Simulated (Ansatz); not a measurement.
Candidates: CaB6-type CaB6, AlB2-type MgB2, antifluorite Mg2Si, AlB2-type TiB2, AlB2-type ZrB2, A15 Mo3Si. Level: PBE in Ansatz (PAW).

Ansatz's runs of these crystals have no spin polarisation.

Free atoms are spin-polarised, in the lowest state found; at levels without +SOC their spin–orbit coupling is left out. Each level is taken at its own relaxed cell. Ansatz's density-functional and Hartree–Fock values are scalar-relativistic unless marked +SOC, with PAW data made under PBE.

### Question
Which of them have a computed cohesive energy between 5.4 and 6.6 eV/atom?

### Answer
CaB6-type CaB6, A15 Mo3Si. The values: CaB6-type CaB6 6.04 eV/atom; AlB2-type MgB2 4.80 eV/atom; antifluorite Mg2Si 2.68 eV/atom; AlB2-type TiB2 6.99 eV/atom; AlB2-type ZrB2 7.25 eV/atom; A15 Mo3Si 6.19 eV/atom.

Ansatz is a first-principles code.
